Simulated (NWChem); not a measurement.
# Basis-set dependence for F (+1)

SMILES: [F+]
```xyz
1

F      0.0000     0.0000     0.0000
```
Charge +1, spin multiplicity 3.

All runs are NWChem calculations.

Hartree-Fock energies in Ha, correlation energies in mHa.

The correlated methods keep 1 core orbital frozen. The Pople sets run with spherical d functions. No SCF solution was tested for a lower state. Open-shell Hartree-Fock references start from PBE0 orbitals. Coupled-cluster values serve here as a point of comparison, not as the truth.

```json
[
 {"basis": "cc-pVDZ", "functions": "14", "UHF": "-98.80049", "UMP2": "-98.5", "SCS-UMP2": "-97.2", "URI-MP2": "-98.5", "CCSD on ROHF": "-117.7", "CCSD[T] on ROHF": "-118.6", "CCSD(T) on ROHF": "-118.5", "CCSD on UHF": "-112.3", "CCSD[T] on UHF": "-113.2", "CCSD(T) on UHF": "-113.1", "CCSDT on ROHF": "-118.6"},
 {"basis": "6-311G**", "functions": "18", "UHF": "-98.82051", "UMP2": "-112.2", "SCS-UMP2": "-109.6", "URI-MP2": "not run", "CCSD on ROHF": "-131.3", "CCSD[T] on ROHF": "-132.3", "CCSD(T) on ROHF": "-132.3", "CCSD on UHF": "-125.7", "CCSD[T] on UHF": "-126.6", "CCSD(T) on UHF": "-126.6", "CCSDT on ROHF": "-132.3"},
 {"basis": "cc-pVTZ", "functions": "30", "UHF": "-98.83026", "UMP2": "-143.2", "SCS-UMP2": "-141.5", "URI-MP2": "-143.2", "CCSD on ROHF": "-164.9", "CCSD[T] on ROHF": "-167.1", "CCSD(T) on ROHF": "-167.1", "CCSD on UHF": "-158.5", "CCSD[T] on UHF": "-160.6", "CCSD(T) on UHF": "-160.5", "CCSDT on ROHF": "-167.2"},
 {"basis": "cc-pVQZ", "functions": "55", "UHF": "-98.83866", "UMP2": "-159.0", "SCS-UMP2": "-158.2", "URI-MP2": "-159.0", "CCSD on ROHF": "-179.9", "CCSD[T] on ROHF": "-182.6", "CCSD(T) on ROHF": "-182.6", "CCSD on UHF": "-173.4", "CCSD[T] on UHF": "-175.9", "CCSD(T) on UHF": "-175.9", "CCSDT on ROHF": "not run"}
]
```

From cc-pVTZ to cc-pVQZ the Hartree-Fock energy moves by -8.4 mHa and the UMP2 correlation energy by -15.8 mHa, which is 10 % of its value in the larger set.
